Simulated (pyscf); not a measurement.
PySCF, gas phase, ωB97X-D3(BJ)/def2-SVP geometries.

Problem. `[FH]` + `[SiH3][O][SiH2][Cl]` -> `[F][SiH2][O][SiH3]` + `[ClH]`
Surface: singlet. Broken: F–H, Cl–Si. Formed: F–Si, Cl–H. Give ΔE‡ and ΔE from ωB97M-D3(BJ)/def2-TZVP, relative to the separated reactants.

Solution. ΔE‡ = 22.7 kcal/mol, ΔE = -11.1 kcal/mol. Zero-point energy shifts the barrier by +0.4 kcal/mol. It is a four-centre exchange, with an imaginary mode of 337i cm⁻¹. On the reactant side the descent ends in a complex, 5.1 kcal/mol under the separated species and 29.3 kcal/mol under the saddle at ωB97X-D3(BJ)/def2-TZVP. One saddle was located; it need not be the lowest between these sides.
